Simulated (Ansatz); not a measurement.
# CH4AlF: the cost of one run

Program: Ansatz 0.2.0. Level of theory: RKS PBE-D4/def2-SVP. These are calculated values, not measurements.

**1. Starting point**

Bond lengths: C1–Al2 1.923 Å, Al2–F3 1.789 Å, C1–H4 1.170 Å, C1–H5 1.121 Å, C1–H6 1.126 Å, Al2–H7 1.619 Å. Angles: C1–Al2–F3 119.2°, C1–Al2–H7 120.3°, F3–Al2–H7 120.5°, Al2–C1–H4 109.2°, Al2–C1–H5 112.8°, Al2–C1–H6 113.5°, H4–C1–H5 108.9°, H4–C1–H6 106.3°, H5–C1–H6 106.0°.

Structure file:

```xyz
7

C    -0.6699    0.5102   -0.2355
Al    0.8144   -0.6218    0.2273
F     0.6936   -1.6745    1.6693
H    -0.3141    1.6249   -0.2499
H    -1.5286    0.4127    0.4784
H    -1.0916    0.3005   -1.2578
H     2.1574   -0.6200   -0.6774
```

**2. Relaxing end A**

Contents of input.yaml:

```yaml
crystal:
  periodic: [false, false, false]
  atoms:
    - { symbol: C, position_ang: [-0.6699, 0.5102, -0.2355] }
    - { symbol: Al, position_ang: [0.8144, -0.6218, 0.2273] }
    - { symbol: F, position_ang: [0.6936, -1.6745, 1.6693] }
    - { symbol: H, position_ang: [-0.3141, 1.6249, -0.2499] }
    - { symbol: H, position_ang: [-1.5286, 0.4127, 0.4784] }
    - { symbol: H, position_ang: [-1.0916, 0.3005, -1.2578] }
    - { symbol: H, position_ang: [2.1574, -0.62, -0.6774] }
basis:
  gaussian: { orbitals: def2-SVP }
hamiltonian:
  xc: pbe
  dispersion: d4
relax:
  f_tol: 0.015
  max_steps: 40
```

The run is started by

```console
$ ansatz run input.yaml --threads 1 --pin off --max-ram 2048MiB --backend cpu --events-out ev --progress --plain --runs-dir out
```

What time and memory should one allow on 1 thread of Intel Xeon Platinum 8175M at 2.50GHz (Skylake/Cascade Lake), shared host?

About 12 s, with a peak of 0.15 GiB.
